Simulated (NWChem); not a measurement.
Program: NWChem. System: CF4, charge 0, spin multiplicity 1, displaced from the optimised geometry.

Input file:

```
start mol
memory heap 100 mb stack 700 mb global 1900 mb
geometry units angstroms nocenter noautoz noautosym
  F      0.913099     0.000000    -0.645650
  C      0.000000     0.000000    -0.000000
  F     -1.074234     0.000000    -0.759589
  F      0.000000    -1.074227     0.759589
  F      0.000000     1.074227     0.759589
end
basis spherical
  * library cc-pvdz
end
scf
  rhf
  nopen 0
  maxiter 100
  thresh 1e-7
  semidirect memsize 60000000 filesize 0
end
tce
  freeze core 5
  cr-ccsd(t)
  2eorb
  2emet 13
  thresh 1e-6
  maxiter 100
  tilesize 24
end
task tce energy
```

The output up to the point where the run's verdict is printed (cleaned and shortened):

```
             Northwest Computational Chemistry Package (NWChem) 7.3.0
             --------------------------------------------------------

                                NWChem Input Module
                                -------------------

 Scaling coordinates for geometry "geometry" by  1.889725989
 (inverse scale =  0.529177249)

                             Geometry "geometry" -> ""
                             -------------------------

 Output coordinates in angstroms (scale by  1.889725989 to convert to a.u.)

  No.       Tag          Charge          X              Y              Z
 ---- ---------------- ---------- -------------- -------------- --------------
    1 F                    9.0000     0.91309900     0.00000000    -0.64565000
    2 C                    6.0000     0.00000000     0.00000000     0.00000000
    3 F                    9.0000    -1.07423400     0.00000000    -0.75958900
    4 F                    9.0000     0.00000000    -1.07422700     0.75958900
    5 F                    9.0000     0.00000000     1.07422700     0.75958900

 Effective nuclear repulsion energy (a.u.)     215.1630641978

            Nuclear Dipole moment (a.u.)
            ----------------------------
        X                 Y               Z
 ---------------- ---------------- ----------------
    -2.7405089745     0.0000000000     1.9378214047


 Summary of "ao basis" -> "" (spherical)
 ------------------------------------------------------------------------------
       Tag                 Description            Shells   Functions and Types
 ---------------- ------------------------------  ------  ---------------------
 *                          cc-pvdz                   on all atoms

 Summary of "ao basis" -> "ao basis" (spherical)
 ------------------------------------------------------------------------------
       Tag                 Description            Shells   Functions and Types
 ---------------- ------------------------------  ------  ---------------------
 F                          cc-pvdz                  6       14   3s2p1d
 C                          cc-pvdz                  6       14   3s2p1d
[...]
     2   2 0 0    -18.317333      0.000000     63.884756
     2   1 1 0     -0.000000      0.000000      0.000000
     2   1 0 1     -0.484616      0.000000      7.277492
     2   0 2 0    -19.002651      0.000000     74.175811
     2   0 1 1      0.000000      0.000000      0.000000
     2   0 0 2    -18.659968      0.000000     69.029075

                   NWChem Extensible Many-Electron Theory Module
                   ---------------------------------------------


            General Information
            -------------------
      Number of processors :     1
         Wavefunction type : Restricted Hartree-Fock
          No. of electrons :    42
           Alpha electrons :    21
            Beta electrons :    21
           No. of orbitals :   140
            Alpha orbitals :    70
             Beta orbitals :    70
        Alpha frozen cores :     5
         Beta frozen cores :     5
     Alpha frozen virtuals :     0
      Beta frozen virtuals :     0
         Spin multiplicity : singlet
    Number of AO functions :    70
       Number of AO shells :    30
        Use of symmetry is : off
      Symmetry adaption is : off
         Schwarz screening : 0.10D-09

          Correlation Information
          -----------------------
          Calculation type : Coupled-cluster singles & doubles w/ perturbation
   Perturbative correction : Completely renormalized (T)
            Max iterations :      100
        Residual threshold : 0.10D-05
     T(0) DIIS level shift : 0.00D+00
     L(0) DIIS level shift : 0.00D+00
     T(1) DIIS level shift : 0.00D+00
     L(1) DIIS level shift : 0.00D+00
     T(R) DIIS level shift : 0.00D+00
     T(I) DIIS level shift : 0.00D+00
   CC-T/L Amplitude update :  5-th order DIIS
                I/O scheme : Global Array Library
        L-threshold :  0.10D-05
        EOM-threshold :  0.10D-05
 no EOMCCSD initial starts read in
 TCE RESTART OPTIONS
 SLICE:      F
 D4D5:       F
 quantumc:   F
 qrotation:  F
 pwtce:      F
 qducc:      F
 nacto:                         0
 nrotv:                         0
 nrot:                          0

            Memory Information
            ------------------
          Available GA space size is     249031900 doubles
          Available MA space size is     104851572 doubles

 Maximum block size supplied by input
 Maximum block size        24 doubles

 tile_dim =     17

 -------------------------------------------------

 Global array virtual files algorithm will be used

 Parallel file system coherency ......... OK

 4-electron integrals stored in orbital form

 v2    file size   =          3836785
 4-index algorithm nr.  13 is used
 imaxsize =       30
 imaxsize ichop =        0


CCSD iterations
 ---------------------------------------------------------
 Iter          Residuum       Correlation     Cpu    Wall
 ---------------------------------------------------------
    1   0.2034076960762  -0.8562216030469     1.4     1.4
    2   0.0490331385539  -0.8552082688329     1.3     1.3
    3   0.0150545057449  -0.8646930204796     1.3     1.3
    4   0.0056458365851  -0.8656832751743     1.3     1.3
    5   0.0020098574413  -0.8664000079711     1.3     1.3
    6   0.0003778391242  -0.8666036379671     1.3     1.3
    7   0.0001353232156  -0.8666389348541     1.4     1.4
    8   0.0000467604750  -0.8666399689140     1.3     1.3
    9   0.0000247873508  -0.8666406558702     1.3     1.3
   10   0.0000100789879  -0.8666415089660     1.3     1.3
   11   0.0000027927760  -0.8666420160022     1.3     1.3
   12   0.0000011377440  -0.8666420151586     1.3     1.3
   13   0.0000004800784  -0.8666420770877     1.3     1.3
 -----------------------------------------------------------------
 Iterations converged
 CCSD correlation energy / hartree =        -0.866642077087668
 CCSD total energy / hartree       =      -436.486794207178662

 Singles contributions

 Doubles contributions
 CR-CCSD(T)
```

The program stopped with an error. NWChem stopped with the message: ccsd_t 3.
